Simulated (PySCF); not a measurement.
One of the candidates below gave these computed data.

All candidates are C3H5ClO.

- Dipole: 0.42 D [PBE0/pcSseg-1]
- 1H NMR: chemical shifts (computed TMS as zero) by class: 4.16 (1 H), 2.88 (1 H), 2.84 (1 H), 2.63 (1 H), 2.30 (1 H) ppm [GIAO PBE0/pcSseg-1]
- NMR, other nuclei: isotropic shieldings of nuclei other than C and H, by class: 307 (1 O), 887 (1 Cl) ppm [GIAO PBE0/pcSseg-1]
- Rotational structure: rotational constants A, B, C: 12.910, 2.090, 1.931 GHz [GFN2-xTB]
- 13C NMR: chemical shifts (computed TMS as zero) by class: 52.6 (1 C), 50.0 (1 C), 45.2 (1 C) ppm [GIAO PBE0/pcSseg-1]

The electronic properties come from PySCF, for the isolated species, density fitting. Levels stand in brackets. The structure is a single GFN2-xTB conformer in the gas phase; no vibrational or solvent corrections. NMR classes are plain means over equivalent atoms (diastereotopic ones count apart unless rotation or inversion swaps them), as if these changed places fast.

**Question.** Which candidate is it?
A. `ClC[C@@H]1CO1`
B. `CO/C=C\Cl`
C. `O=CCCCl`
D. `CCC(=O)Cl`

**Answer.** A. It is `ClC[C@@H]1CO1`. Numbering: `[Cl:1][CH2:2][C@@H:3]1[CH2:4][O:5]1`. Its formula, C3H5ClO, gives 1 degree of unsaturation: 1 ring and 0 π bonds in the structure found. 3 carbons fall into 3 classes; from least to most shielded: sp3 C–Cl carbon [C2] (52.6 ppm), ring sp3 carbon bound to oxygen [C3] (50.0 ppm), ring sp3 carbon bound to oxygen [C4] (45.2 ppm). Hydrogen classes from least to most shielded: 1 H on an sp3 C–Cl carbon, C2 (4.16 ppm), 1 H on an sp3 C–Cl carbon, C2 (2.88 ppm), 1 H on an sp3 carbon bound to oxygen, C3 (2.84 ppm), 1 H on an sp3 carbon bound to oxygen, C4 (2.63 ppm), 1 H on an sp3 carbon bound to oxygen, C4 (2.30 ppm). The other shieldings belong to: 307 ppm, epoxide oxygen [O5]; 887 ppm, alkyl chlorine [Cl1]. The optimised geometry has point group C1 and is an asymmetric top.

The others, at the same levels:
- `O=CCCCl` fails: its computed 13C shifts are 204.1 (1 C), 54.0 (1 C), 44.6 (1 C) ppm, 1H shifts are 10.00 (1 H), 3.79 (2 H), 2.82 (2 H) ppm and rotational constant A is 16.605 GHz (against 12.910 GHz).
- `CO/C=C\Cl` fails: its computed 13C shifts are 151.1 (1 C), 99.4 (1 C), 60.2 (1 C) ppm, 1H shifts are 6.29 (1 H), 4.93 (1 H), 4.32 (3 H) ppm and rotational constant A is 7.517 GHz (against 12.910 GHz).
- `CCC(=O)Cl` fails: its computed 13C shifts are 184.7 (1 C), 43.6 (1 C), 11.5 (1 C) ppm, 1H shifts are 2.91 (2 H), 1.14 (3 H) ppm and rotational constant A is 8.892 GHz (against 12.910 GHz).

Each candidate is one conformer, not necessarily the lowest. The conformers computed, where there is a choice (atom-mapped SMILES and torsion angles):
- `[Cl:1][CH2:2][C@@H:3]1[CH2:4][O:5]1`: Cl1–C2–C3–C4 -86°
- `[O:1]=[CH:2][CH2:3][CH2:4][Cl:5]`: O1–C2–C3–C4 0°, C2–C3–C4–Cl5 180°
- `[CH3:1][O:2]/[CH:3]=[CH:4]\[Cl:5]`: C1–O2–C3–C4 0°
- `[CH3:1][CH2:2][C:3](=[O:4])[Cl:5]`: C1–C2–C3–O4 0°
